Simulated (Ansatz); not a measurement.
Input for Ansatz (development build ahead of 0.2.0):

```yaml
crystal:
  periodic: [false, false, false]
  atoms:
    - { symbol: B, position_ang: [0.9, 0.0, 0.0] }
    - { symbol: B, position_ang: [-0.45, 0.7794, 0.0] }
    - { symbol: B, position_ang: [-0.45, -0.7794, 0.0] }
basis:
  gaussian: { orbitals: pcseg-2 }
magnetization:
  initial_magnetization: 1
hamiltonian:
  xc: hf
```

The input is written out in the form of the current development build from the run's settings.

The run gave:

```
Converged                       : yes
Total energy                    : -73.75806 hartree
Spin squared of the determinant : 0.750
Stability test                  : minimum among restricted orbitals
```

Caution: in another basis set an unrestricted determinant lies well below.
